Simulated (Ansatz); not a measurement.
**Bend profile**

BHCl (SMILES [BH]Cl), doublet, at its PBE0-D4/def2-TZVP minimum:

| atom | x (Å) | y (Å) | z (Å) |
| --- | --- | --- | --- |
| B1 | 0.0568 | -0.4995 | -0.0302 |
| Cl2 | 0.9279 | 0.8297 | 0.6001 |
| H3 | -0.9956 | -0.3950 | -0.5832 |

The angle H3–B1–Cl2 (123.5° at the minimum) is set to the values below, H3, with anything bonded beyond it, turning rigidly in the plane of the angle. Each method's energies count from its own value at the PBE0-D4 minimum structure. Ansatz 0.2.0; basis: def2-TZVPP; cores frozen in the correlated methods; orbitals are unrestricted. B3LYP uses VWN-RPA correlation.

```csv
angle (°),CCSD(T) (kcal/mol),B3LYP-D4 (kcal/mol),HF (kcal/mol),PBE0-D4 (kcal/mol),r2SCAN-D4 (kcal/mol)
105.5,4.54,4.49,5.20,4.35,4.35
110.0,2.48,2.47,2.85,2.38,2.36
114.5,1.07,1.09,1.24,1.03,1.01
119.0,0.26,0.28,0.31,0.25,0.24
123.5,0.00,0.00,0.00,0.00,0.00
128.0,?,0.20,0.26,0.23,0.24
132.5,?,0.84,1.05,0.89,0.92
137.0,?,1.87,2.30,1.93,1.99
141.5,3.54,3.24,3.98,3.32,3.40
```

(1) Fill in the withheld CCSD(T) values. (An estimate is asked for; the value comes from the calculation.)

The T1 diagnostic stays at or below 0.017. ⟨S²⟩ of the unrestricted Hartree–Fock references: 0.76 (a pure state has 0.75).

Results:

(1) The calculation gives: 0.25 kcal/mol at 128.0°; 0.95 kcal/mol at 132.5°; 2.07 kcal/mol at 137.0°. These count from the CCSD(T) energy at the PBE0-D4 minimum.

Largest difference from the CCSD(T) curve over the scan: PBE-D4 0.42; wB97M-V 0.32; MP2 0.14 kcal/mol. Each curve counts from its own value at the minimum.

For scale, one of the runs: CCSD(T)/def2-TZVPP, 87 basis functions (an equivalent command: `ansatz run in.yaml --threads 2`). Hardware: 2 CPU threads, shared host. Wall time about 1.7 s.
